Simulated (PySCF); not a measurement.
Species: C₆H₉ (doublet state).
Numbering: `[CH2:1]=[C:2][C:3]1([CH3:4])[CH2:5][CH2:6]1` (hydrogens: H7, H8 on C1; H9, H10, H11 on C4; H12, H13 on C5; H14, H15 on C6)

Structure used (GFN2-xTB), in Å, numbered top down from 1:
```
atom  x, y, z in Å
C1     2.343    0.595    0.233
C2     1.231    0.294   -0.358
C3    -0.159    0.017   -0.181
C4    -1.069    1.194   -0.473
C5    -0.591   -0.973    0.901
C6    -0.666   -1.365   -0.538
H7     2.439    0.747    1.312
H8     3.266    0.725   -0.314
H9    -0.944    1.523   -1.504
H10   -0.828    2.028    0.183
H11   -2.110    0.917   -0.321
H12   -1.508   -0.756    1.429
H13    0.180   -1.416    1.512
H14   -1.639   -1.437   -1.002
H15    0.050   -2.085   -0.903
```

The hyperfine couplings belong to this conformer and change with its torsions.

Computed with UKS B3LYP, pcH-1 on C H, non-relativistic, mean-field spin-orbit, GIAO in PySCF 2.14.0. Geometry: GFN2-xTB, one conformer, isolated molecule. A GFN2-xTB geometry isn't a minimum of the functional, and hyperfine couplings can be far from their values at a DFT geometry. Stability of the SCF solution: not tested.

(1) The isotropic 13C couplings, averaged over equivalent nuclei, are +238.3, +36.3, +10.4, +3.6, -1.0 MHz. Assign them to C1; C2; C3; C4; C5/C6.

(2) The isotropic 1H couplings, averaged over equivalent nuclei, are +170.4, +110.4, +8.1, -4.1, -1.6 MHz. Assign them to H7; H8; H9/H10/H11; H12/H14; H13/H15.

Answers

(1) 
```tsv
site	a_iso (MHz)	ρ(0) (bohr⁻³)	position	distance from C2 (Å)	spin population	largest |T| (MHz)
C1	-1.0	-0.0009	1 bond from C2	1.29	-0.15	16.7
C2	+238.3	+0.2120	largest spin population	0.00	+0.94	137.1
C3	+10.4	+0.0092	1 bond from C2	1.43	-0.06	9.5
C4	+3.6	+0.0032	2 bonds from C2	2.47	0.00	1.9
C5/C6	+36.3	+0.0323	2 bonds from C2	2.54	+0.07	14.7
```

(2) 
```json
{"site": "H7", "a_iso (MHz)": "+170.4", "ρ(0) (bohr⁻³)": "+0.0381", "position": "2 bonds from C2, on C1 of spin population -0.15", "distance from C2 (Å)": "2.11", "bound to": "C1", "spin population there": "-0.15", "largest |T| (MHz)": "6.3"}
{"site": "H8", "a_iso (MHz)": "+110.4", "ρ(0) (bohr⁻³)": "+0.0247", "position": "2 bonds from C2, on C1 of spin population -0.15", "distance from C2 (Å)": "2.08", "bound to": "C1", "spin population there": "-0.15", "largest |T| (MHz)": "11.1"}
{"site": "H9/H10/H11", "a_iso (MHz)": "-1.6", "ρ(0) (bohr⁻³)": "-0.0004", "position": "3 bonds from C2", "distance from C2 (Å)": "2.96", "bound to": "C4", "spin population there": "0.00", "largest |T| (MHz)": "5.0"}
{"site": "H12/H14", "a_iso (MHz)": "+8.1", "ρ(0) (bohr⁻³)": "+0.0018", "position": "3 bonds from C2", "distance from C2 (Å)": "3.42", "bound to": "C5/C6", "spin population there": "+0.07", "largest |T| (MHz)": "5.8"}
{"site": "H13/H15", "a_iso (MHz)": "-4.1", "ρ(0) (bohr⁻³)": "-0.0009", "position": "3 bonds from C2", "distance from C2 (Å)": "2.73", "bound to": "C5/C6", "spin population there": "+0.07", "largest |T| (MHz)": "6.6"}
```

ρ(0) is the spin density at the nucleus and T the dipolar tensor; entries for several nuclei are means. Largest spin populations (Mulliken): C2 (+0.94), C1 (-0.15), C5 (+0.10) and H7 (+0.09). No atom but C2 exceeds +0.15. The positive populations add up to 1.22 and the negative ones to -0.22, together 2S = 1.

Means are taken over nuclei equivalent by connectivity, which assumes that they swap fast. The 13C value of +36.3 MHz is a mean of couplings from 27.1 to 45.5 MHz in this one geometry, not an average over conformers. The 1H value of +8.1 MHz is a mean of couplings from 2.8 to 13.3 MHz in this one geometry, not an average over conformers.
